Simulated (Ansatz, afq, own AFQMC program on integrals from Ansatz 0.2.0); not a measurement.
# BH₂O, doublet in cc-pVDZ, levels against CCSDT(Q)

```xyz
4

B     0.0000    0.0000    0.7585
O     0.0000    0.0000   -0.6943
H     0.0000    1.1910    1.4425
H     0.0000   -1.1910    1.4425
```

Connectivity, by distances: BH2–O.

Basis cc-pVDZ. Only valence electrons are correlated. Ansatz 0.2.0 and our own AFQMC program on the same integrals; the CISD trial comes from CCSD amplitudes, and released means the phaseless constraint is let go. Free AFQMC starts from the CCSD state and is never constrained. Its projection time is finite, and what remains of the start isn't in its error. Uncertainties: one standard error, sampling alone.

Determinant: UHF, the one that the program's search chose, which needn't be the lowest solution. The geometry is a point of a scan.

No full CI on the walks' own integrals is used here; CCSDT(Q) serves as the reference and is uncertain by about the last step of the cluster series.

The T1 diagnostic is 0.0372 and the weight of the determinant in the CISD state is 0.871. The ⟨S²⟩ of the determinant is 0.766 and the size of the correlated space is 11 electrons in 36 orbitals.

Reference: CCSDT(Q), correlation energy -7.499 eV. The released energy is read at 2.40 1/Eh (meV from the phaseless value at times in 1/Eh: 38 ± 16 at 0.24, 27 ± 14 at 0.51, -15 ± 17 at 0.99, -25 ± 18 at 1.62, -21 ± 24 at 2.40).

```json
{"level": "HF", "E − E(reference) (kJ/mol)": "723.5", "share of correlation (%)": "0.00"}
{"level": "MP2", "E − E(reference) (kJ/mol)": "112.5", "share of correlation (%)": "84.45"}
{"level": "CCSD", "E − E(reference) (kJ/mol)": "24.7", "share of correlation (%)": "96.59"}
{"level": "CCSD(T)", "E − E(reference) (kJ/mol)": "5.7", "share of correlation (%)": "99.21"}
{"level": "CCSDT", "E − E(reference) (kJ/mol)": "1.8", "share of correlation (%)": "99.75"}
{"level": "ph-AFQMC/HF", "E − E(reference) (kJ/mol)": "-13.1 ± 7.0", "share of correlation (%)": "101.81"}
{"level": "ph-AFQMC/CISD", "E − E(reference) (kJ/mol)": "2.2 ± 1.4", "share of correlation (%)": "99.70"}
{"level": "released AFQMC", "E − E(reference) (kJ/mol)": "0.1 ± 2.3", "share of correlation (%)": "99.99"}
{"level": "free AFQMC", "E − E(reference) (kJ/mol)": "0.1 ± 2.2", "share of correlation (%)": "99.99"}
```

Free projections are given only where their last times agree within the noise and don't stop above the reference; a slow remainder of the start can still hide under it. A walk keeps the symmetry of its determinant, which the program's search chose and which needn't be the lowest solution, so a lower state of the same spin and another symmetry isn't excluded. Released energies are given only where the last usable release times agree within the noise; a slower fall can still hide under it.
